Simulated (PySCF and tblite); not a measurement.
Values are calculated unless marked as measured or tabulated.
Molecule: cyclopropylmethylamine, C₄H₉N, numbered as in [NH2:1][CH2:2][CH:3]1[CH2:4][CH2:5]1; H are named by their carrier, a and b as at the first point (Å):

```
N1       2.111   -0.234    0.573
C2       0.836   -0.864    0.197
C3      -0.114    0.061   -0.534
C4      -1.593   -0.168   -0.464
C5      -0.983    0.999    0.251
H1a      1.825    0.619    1.060
H1b      2.462    0.158   -0.303
H2a      1.069   -1.733   -0.428
H2b      0.364   -1.228    1.115
H3       0.281    0.432   -1.474
H4a     -2.187    0.022   -1.345
H4b     -1.946   -0.998    0.128
H5a     -0.932    0.959    1.330
H5b     -1.160    1.991   -0.137
```

The mean out-of-plane torsion at N1 (0° is planar) is held and the rest relaxed at GFN2-xTB. Energies: PBE0/pcSseg-1 + D3(BJ). Couplings: B3LYP/6-31G* with H pcJ-1 N pcJ-1, gas phase, for ¹H, ¹⁵N. Programs: tblite and PySCF.

How do the most sensitive couplings change along the out-of-plane angle?


```tsv
out-of-plane angle °	¹J(N1,H1b)	¹J(N1,H1a)	²J(H1a,H1b)	³J(H1b,H2b)	³J(H1a,H2b)
-44	-53.7	-53.6	-15.6	15.8	2.8
-36	-65.8	-65.6	-8.6	16.2	2.8
-27	-80.1	-79.7	-0.4	15.3	3.1
-14	-94.8	-94.3	7.6	12.8	3.9
0	-101.3	-100.5	10.8	9.3	5.4
14	-94.8	-93.3	7.5	-1.6	-0.2
26	-79.4	-79.0	-0.7	0.1	1.3
36	-65.1	-64.9	-8.7	2.5	2.6
44	-53.2	-52.9	-15.5	4.1	3.3
```
Values in Hz.

Set ³J(H1b,H2b) against its H–N–C–H torsion.

-175°: 15.8 Hz, 48°: 4.1 Hz, 57°: 2.5 Hz, 68°: 0.1 Hz, 86°: -1.6 Hz, 145°: 9.3 Hz, 158°: 12.8 Hz, 170°: 15.3 Hz, 178°: 16.2 Hz.
